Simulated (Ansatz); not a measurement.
# C2H7Al (SMILES [CH3][AlH][CH3]) at 6 levels

We compute a comparison of 6 runs (HF/STO-3G, HF/6-311G**, B3LYP/6-31G*, B2PLYP/def2-SVP, PBE0/def2-SVP) of C2H7Al. 

The results are computed with Ansatz 0.2.0.

4 further runs of the same task are left out: 1 for a known fault of the program, 2 that didn't finish, 1 set aside as unsound or not needed.

## Step 1: The molecule

C2H7Al: 10 atoms, total charge 0, spin state singlet. SMILES: `[CH3][AlH][CH3]`. Geometry: relaxed at PBE0-D4/def2-TZVP.

Bond lengths: C1–Al2 1.954 Å, Al2–C3 1.954 Å, C1–H4 1.095 Å, C1–H5 1.092 Å, C1–H6 1.096 Å, Al2–H7 1.595 Å, C3–H8 1.093 Å, C3–H9 1.095 Å, C3–H10 1.096 Å. Some angles: C1–Al2–C3 121.2°, C1–Al2–H7 120.2°, C3–Al2–H7 118.5°, Al2–C1–H4 111.1°, Al2–C1–H5 113.4°, Al2–C1–H6 110.4°, Al2–C3–H8 113.4°, Al2–C3–H9 111.0°, Al2–C3–H10 110.5°, H4–C1–H5 108.0°.

## Step 2: Energy and gradient at HF/STO-3G (run 1)

job.yaml

```yaml
crystal:
  periodic: [false, false, false]
  atoms:
    - {symbol: C, position_ang: [-1.219100, 0.923600, -0.783300]}
    - {symbol: Al, position_ang: [0.496800, 0.021800, -0.536400]}
    - {symbol: C, position_ang: [0.903900, -0.949000, 1.109700]}
    - {symbol: H, position_ang: [-2.054000, 0.233200, -0.621200]}
    - {symbol: H, position_ang: [-1.337000, 1.368500, -1.773800]}
    - {symbol: H, position_ang: [-1.340300, 1.723700, -0.043600]}
    - {symbol: H, position_ang: [1.605700, 0.078800, -1.681200]}
    - {symbol: H, position_ang: [0.069000, -0.980000, 1.814000]}
    - {symbol: H, position_ang: [1.201900, -1.980900, 0.894300]}
    - {symbol: H, position_ang: [1.756300, -0.490900, 1.624500]}
basis:
  gaussian: {orbitals: STO-3G}
hamiltonian: {xc: hf}
accuracy: high
output: {forces: true, orbitals: {seedname: orbitals}}
```

The run is started by

```sh
$ ansatz run job.yaml --threads 1 --pin off --max-ram 2610MiB --events-out events.jsonl --progress --plain --runs-dir runs
```

What it wrote, shortened:

```text
Warning: RAYON_NUM_THREADS=1 ignored (pool sized by the plan → 1); use --threads N
Functional definition: HF
  name "HF"
[...]
504 factors; integrals over basis functions are off by at most 4.4e-9 eV
[...]
mean field -8651.16831240 eV, -317.9245715081 hartree, gradient 2.0e-8 eV, S^2 0.000000; 0 other end points of the search recorded, 0 dependent functions left out
[...]
reference -8651.16831240 eV, -317.9245715081 hartree; 16, 16 occupied and 10, 10 virtual orbitals, 504 factors
Total energy: -8651.16831240 eV, -317.9245715081 hartree
Atom 0 at    -1.219100     0.923600    -0.783300 Å, force     0.678701    -0.433788     0.447899 eV/Å
Atom 1 at     0.496800     0.021800    -0.536400 Å, force     0.981739     0.050399    -1.012222 eV/Å
Atom 2 at     0.903900    -0.949000     1.109700 Å, force     0.021129     0.418698    -0.752424 eV/Å
Atom 3 at    -2.054000     0.233200    -0.621200 Å, force     0.364682     0.347760    -0.177901 eV/Å
Atom 4 at    -1.337000     1.368500    -1.773800 Å, force     0.024021    -0.196466     0.418127 eV/Å
Atom 5 at    -1.340300     1.723700    -0.043600 Å, force     0.041777    -0.335173    -0.436592 eV/Å
Atom 6 at     1.605700     0.078800    -1.681200 Å, force    -1.791670    -0.086715     1.830893 eV/Å
Atom 7 at     0.069000    -0.980000     1.814000 Å, force     0.387179    -0.026723    -0.274473 eV/Å
Atom 8 at     1.201900    -1.980900     0.894300 Å, force    -0.233289     0.462787     0.140186 eV/Å
Atom 9 at     1.756300    -0.490900     1.624500 Å, force    -0.474270    -0.200781    -0.183493 eV/Å
Dipole moment:     0.009432     0.001179    -0.018687 e Å
```

Wall time 0.89 s (1 thread of Arm Neoverse N1, shared host); peak memory 0.26 GiB.

## Step 3: Energy and gradient at HF/6-311G(d,p) (Cartesian d past Ne) (run 2)

molecule.yaml

```yaml
crystal:
  periodic: [false, false, false]
  atoms:
    - symbol: C
      position_ang: [-1.219100, 0.923600, -0.783300]
    - symbol: Al
      position_ang: [0.496800, 0.021800, -0.536400]
    - symbol: C
      position_ang: [0.903900, -0.949000, 1.109700]
    - symbol: H
      position_ang: [-2.054000, 0.233200, -0.621200]
    - symbol: H
      position_ang: [-1.337000, 1.368500, -1.773800]
    - symbol: H
      position_ang: [-1.340300, 1.723700, -0.043600]
    - symbol: H
      position_ang: [1.605700, 0.078800, -1.681200]
    - symbol: H
      position_ang: [0.069000, -0.980000, 1.814000]
    - symbol: H
      position_ang: [1.201900, -1.980900, 0.894300]
    - symbol: H
      position_ang: [1.756300, -0.490900, 1.624500]
basis:
  gaussian: {orbitals: 6-311G_st__st_.json}
hamiltonian: {xc: hf, pseudopotentials: {relativity: none}}
output: {forces: true, orbitals: {seedname: orbitals}}
```

The basis set 6-311G** is read from a file made from the Basis Set Exchange's data (not shown).

The run is started by

```sh
$ ansatz run molecule.yaml --threads 1 --pin off --max-ram 2610MiB --events-out events.jsonl --progress --plain --runs-dir runs
```

What it wrote, shortened:

```text
Warning: RAYON_NUM_THREADS=1 ignored (pool sized by the plan → 1); use --threads N
[... 2 set-up lines as earlier in the session ...]
[...]
845 factors; integrals over basis functions are off by at most 1.1e-3 eV
[...]
mean field -8755.34317847 eV, -321.7529272240 hartree, gradient 1.1e-5 eV, S^2 0.000000; 0 other end points of the search recorded, 0 dependent functions left out
[...]
reference -8755.34317847 eV, -321.7529272240 hartree; 16, 16 occupied and 89, 89 virtual orbitals, 845 factors
Total energy: -8755.34317847 eV, -321.7529272240 hartree
Atom 0 at    -1.219100     0.923600    -0.783300 Å, force    -0.313606     0.167953    -0.023338 eV/Å
Atom 1 at     0.496800     0.021800    -0.536400 Å, force     0.196172     0.011131    -0.217787 eV/Å
Atom 2 at     0.903900    -0.949000     1.109700 Å, force     0.120325    -0.182712     0.290742 eV/Å
Atom 3 at    -2.054000     0.233200    -0.621200 Å, force     0.120303     0.134628    -0.048529 eV/Å
Atom 4 at    -1.337000     1.368500    -1.773800 Å, force    -0.011731    -0.068854     0.180495 eV/Å
Atom 5 at    -1.340300     1.723700    -0.043600 Å, force    -0.002285    -0.119874    -0.145189 eV/Å
Atom 6 at     1.605700     0.078800    -1.681200 Å, force    -0.054933    -0.002233     0.055550 eV/Å
Atom 7 at     0.069000    -0.980000     1.814000 Å, force     0.162992    -0.013634    -0.104049 eV/Å
Atom 8 at     1.201900    -1.980900     0.894300 Å, force    -0.062826     0.165684     0.068844 eV/Å
Atom 9 at     1.756300    -0.490900     1.624500 Å, force    -0.154412    -0.092089    -0.056741 eV/Å
Dipole moment:    -0.082432    -0.004696     0.083502 e Å
```

Run time: 2.3 s. Hardware: 1 thread of Arm Neoverse N1, shared host; peak memory 0.26 GiB.

## Step 4: Energy and gradient at B3LYP/6-31G(d) (spherical functions) (run 3)

job.yaml, as its differences from that of step 2:

```diff
@@ -14,4 +14,4 @@
 basis:
-  gaussian: {orbitals: STO-3G}
-hamiltonian: {xc: hf}
+  gaussian: {orbitals: 6-31G_st_-spherical.json}
+hamiltonian: {xc: {name: B3LYP}}
 accuracy: high
```

The basis set 6-31G* is read from a file made from the Basis Set Exchange's data (not shown).

The run is started by

```sh
$ ansatz run job.yaml --threads 1 --pin off --max-ram 2610MiB --events-out events.jsonl --progress --plain --runs-dir runs
```

What it wrote, shortened:

```text
Warning: RAYON_NUM_THREADS=1 ignored (pool sized by the plan → 1); use --threads N
Functional definition: B3LYP
  name "B3LYP"
[...]
1449 factors; integrals over basis functions are off by at most 3.8e-9 eV
[...]
mean field -8785.42147228 eV, -322.8582841339 hartree, gradient 2.6e-8 eV, S^2 0.000000; 0 other end points of the search recorded, 0 dependent functions left out
[...]
reference -8785.42151396 eV, -322.8582856656 hartree; 16, 16 occupied and 44, 44 virtual orbitals, 1449 factors
Total energy: -8785.42151396 eV, -322.8582856656 hartree
Atom 0 at    -1.219100     0.923600    -0.783300 Å, force    -0.039708     0.031042    -0.012634 eV/Å
Atom 1 at     0.496800     0.021800    -0.536400 Å, force     0.095568     0.005306    -0.117159 eV/Å
Atom 2 at     0.903900    -0.949000     1.109700 Å, force     0.037094    -0.029685     0.040293 eV/Å
Atom 3 at    -2.054000     0.233200    -0.621200 Å, force    -0.107721    -0.049921     0.006058 eV/Å
Atom 4 at    -1.337000     1.368500    -1.773800 Å, force    -0.036067     0.054973    -0.100955 eV/Å
Atom 5 at    -1.340300     1.723700    -0.043600 Å, force    -0.041456     0.091860     0.059821 eV/Å
Atom 6 at     1.605700     0.078800    -1.681200 Å, force     0.048687     0.001454    -0.046155 eV/Å
Atom 7 at     0.069000    -0.980000     1.814000 Å, force    -0.068746    -0.019924     0.088801 eV/Å
Atom 8 at     1.201900    -1.980900     0.894300 Å, force     0.027655    -0.114989     0.004368 eV/Å
Atom 9 at     1.756300    -0.490900     1.624500 Å, force     0.084694     0.029885     0.077562 eV/Å
Dipole moment:    -0.102775    -0.005680     0.110473 e Å
```

Wall time 11 s (1 thread of Arm Neoverse N1, shared host); peak memory 0.26 GiB.

Runs 4 to 5 aren't shown in full; the table further down has their settings and results.

## Step 5: Energy and forces at PBE0/def2-SVP (run 6)

input.yaml

```yaml
crystal:
  periodic: [false, false, false]
  atoms:
    - symbol: C
      position_ang: [-1.219100, 0.923600, -0.783300]
    - symbol: Al
      position_ang: [0.496800, 0.021800, -0.536400]
    - symbol: C
      position_ang: [0.903900, -0.949000, 1.109700]
    - symbol: H
      position_ang: [-2.054000, 0.233200, -0.621200]
    - symbol: H
      position_ang: [-1.337000, 1.368500, -1.773800]
    - symbol: H
      position_ang: [-1.340300, 1.723700, -0.043600]
    - symbol: H
      position_ang: [1.605700, 0.078800, -1.681200]
    - symbol: H
      position_ang: [0.069000, -0.980000, 1.814000]
    - symbol: H
      position_ang: [1.201900, -1.980900, 0.894300]
    - symbol: H
      position_ang: [1.756300, -0.490900, 1.624500]
basis:
  gaussian:
    orbitals: def2-SVP
hamiltonian:
  xc: {name: PBE0}
output: {forces: true, orbitals: {seedname: orbitals}}
accuracy: high
```

The run is started by

```sh
$ ansatz run input.yaml --threads 1 --pin off --max-ram 2610MiB --events-out events.jsonl --progress --plain --runs-dir runs
```

What it wrote:

```text
Warning: RAYON_NUM_THREADS=1 ignored (pool sized by the plan → 1); use --threads N
[... 16 lines left out ...]
Total energy: -8775.58872870 eV, -322.4969374720 hartree
[... 10 lines left out ...]
Dipole moment:    -0.103525    -0.005303     0.109219 e Å
```

Run time: 13 s. Hardware: 1 thread of Arm Neoverse N1, shared host; peak memory 0.26 GiB.

## Step 6: The series

```
run                               level  Cartesian functions  accuracy  energy (Eh)  dipole moment (D)  HOMO energy (eV)  LUMO energy (eV)  wall time
  1                           HF/STO-3G                   no      high  -317.924572               0.10             -8.77              8.94     0.89 s
  2   HF/6-311G** (Cartesian d past Ne)                  yes    medium  -321.752927               0.56            -10.81              1.53      2.3 s
  3  B3LYP/6-31G* (spherical functions)                   no      high  -322.858286               0.73             -7.30             -0.93       11 s
  4  B3LYP/6-31G* (Cartesian functions)                  yes      high  -322.861463               0.72             -7.30             -0.93       11 s
  5                     B2PLYP/def2-SVP                   no      high  -322.488476               0.68             -8.87              0.26       36 s
  6                       PBE0/def2-SVP                   no      high  -322.496937               0.72             -7.74             -0.78       13 s
```

## Step 7: Summary of results

```
                       quantity          value
            run 6: total energy  -322.49694 Eh
           run 6: dipole moment         0.72 D
             run 6: HOMO energy       -7.74 eV
             run 6: LUMO energy       -0.78 eV
           run 6: HOMO–LUMO gap        6.96 eV
run 6: largest force on an atom     0.304 eV/Å
```

**Reading.** The dipole moment (its size) runs from 0.10 D (HF/STO-3G) to 0.73 D (B3LYP/6-31G*). The two ends differ in method and basis. The two dipoles point in opposite directions. The HOMO–LUMO gap runs from 6.37 eV (B3LYP/6-31G*) to 17.71 eV (HF/STO-3G). Totals of different functionals can't be ranked against each other. In run 1 the basis is minimal, so the values are rough. All runs together took 73 s, the longest 36 s.
